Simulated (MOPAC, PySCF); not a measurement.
CH₄S, SMILES `CS`, neutral singlet in the gas phase. 

Cartesian coordinates (Å):
```xyz
6

C     -0.4921     0.0653    -0.0419
S      1.1035    -0.7583    -0.3573
H     -1.2387    -0.4994    -0.5975
H     -0.4864     1.0908    -0.4051
H     -0.7483     0.0397     1.0150
H      1.8625     0.0607     0.3886
```
Charge 0, spin multiplicity 1.

All levels are single points at this geometry (B3LYP-D3(BJ)/def2-TZVP); Pople sets use spherical d functions. Orbital energies aren't observables, and empty levels follow the basis.

B3LYP-D3(BJ)/def2-TZVP in PySCF gives dipole (D) = 1.56.

### Question
Estimate the dipole (D) from each of these levels: PBE-D3(BJ)/def2-TZVP in PySCF; B3LYP/6-31G* in PySCF; BP86/6-31G* in PySCF; HF/6-31G* in PySCF; HF/STO-3G in PySCF; AM1 in MOPAC; PM3 in MOPAC; PM6 in MOPAC.

### Answer

```csv
level,dipole (D)
PBE-D3(BJ)/def2-TZVP in PySCF,1.57
B3LYP/6-31G* in PySCF,1.74
BP86/6-31G* in PySCF,1.77
HF/6-31G* in PySCF,1.76
HF/STO-3G in PySCF,0.98
AM1 in MOPAC,1.91
PM3 in MOPAC,1.99
PM6 in MOPAC,1.70
```
